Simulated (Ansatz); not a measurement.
A nudged elastic band was laid between two geometries of H3N + H3Si (8 atoms, charge 0, multiplicity 2).

Level of theory: UKS r2SCAN/def2-SVP (Ansatz 0.2.0).

```yaml
movable_images: 9
climbing_image: yes
spring: 5.0 eV/Å²
optimiser: quadratic models (default)
start_path: through a guess of the saddle point
force_threshold: 0.05 eV/Å
iteration_limit: 60
end_points: relaxed
```

First end point:

```xyz
8
Properties=species:S:1:pos:R:3
H -1.460 -0.631 -0.927
N -0.720 -0.746 -1.621
Si 0.300 0.614 1.241
H -0.333 0.182 -1.787
H 0.015 -1.296 -1.176
H 0.240 1.342 2.545
H 1.196 1.327 0.281
H 0.763 -0.792 1.445
```

Last end point:

```xyz
8
Properties=species:S:1:pos:R:3
H -1.236 0.267 0.489
N -0.566 -0.921 -2.014
Si 0.105 0.501 1.098
H 0.008 -0.060 -2.065
H 0.007 -1.515 -1.390
H -0.040 1.132 2.441
H 0.902 1.397 0.209
H 0.821 -0.801 1.233
```

Question: What changes between the two ends?

Answer: Bonds broken: H1–N2. Bonds formed: H1–Si3. H3N + H3Si becomes H2N + H4Si.

Question: What energy profile does the band end with?

Answer: The run converged. The highest image is number 6 of 0 to 10, 0.95 eV above the first end and 0.08 eV above the last; the last end lies 0.87 eV above the first. A vibrational analysis at the climbing image gives one clearly imaginary mode, 365i cm⁻¹: a first-order saddle point.

```tsv
image	path coordinate (Å)	energy (eV)	H1–N2 (Å)	H1–Si3 (Å)
0	0.00	0.00	1.02	3.06
1	0.42	0.00	1.02	3.05
2	0.85	0.01	1.02	2.93
3	1.27	0.04	1.02	2.74
4	1.70	0.11	1.03	2.41
5	2.12	0.32	1.10	2.00
6	2.55	0.95	1.63	1.56
7	2.98	0.89	2.11	1.50
8	3.42	0.88	2.45	1.49
9	3.86	0.87	2.63	1.49
10	4.29	0.87	2.85	1.49
```

Question: What is the geometry of the highest image?

Answer: 
```xyz
8
Properties=species:S:1:pos:R:3
H -0.608 0.005 -0.117
N -0.971 -0.644 -1.573
Si 0.344 0.456 1.039
H -0.296 -0.079 -2.115
H -0.447 -1.524 -1.432
H -0.437 1.053 2.162
H 1.310 1.464 0.506
H 1.107 -0.730 1.531
```

Question: What are the harmonic wavenumbers there?

Answer: 365i, 54, 156, 222, 585, 614, 865, 886, 924, 948, 1020, 1376, 1529, 2217, 2229, 2236, 3362, 3463 cm⁻¹.

The band took 13 iterations and of the order of 6 core-minutes.

The run took 3.2 min on 2 threads of AMD EPYC 7R43 64-Core Processor (Zen 3) (shared host), peak memory 0.17 GiB.
